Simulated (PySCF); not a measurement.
# Working with the constants of PH

UHF-CCSD(T) constants of PH, ³Σ⁻ (triplet), unpaired electrons π ↑↑ (PySCF, no relativity, basis sets P def2-SVP, H def2-SVP; masses 30.9738 and 1.0078 u):

```
ωe          : 2368.4 cm⁻¹
ωexe        : 45.5 cm⁻¹
Be          : 8.3973 cm⁻¹
αe          : 0.250 cm⁻¹
De to P + H : 2.83 eV
```

Q: What force constant and bond length do these constants imply?

A: Reduced mass μred = 0.97607 u; k = 5.8918×10⁻⁷·μred·ωe² (u, cm⁻¹, mdyn/Å) = 3.23 mdyn/Å; Re = √(16.8576/(μred·Be)) (u, cm⁻¹, Å) = 1.434 Å.

Q: Estimate the centrifugal constant D from the Kratzer relation and find the Dunham coefficient a1.

A: D = 4Be³/ωe² = 0.000422 cm⁻¹; a1 = −1 − αeωe/(6Be²) = -2.40.

Correlated steps freeze 5 core orbitals. Correlated levels converge slowly with the basis: in double zeta they bind strong bonds too weakly, by up to about 1 eV, and carry superposition errors of some tenths. The state was picked by a PBE0 search and need not be the measured ground state.
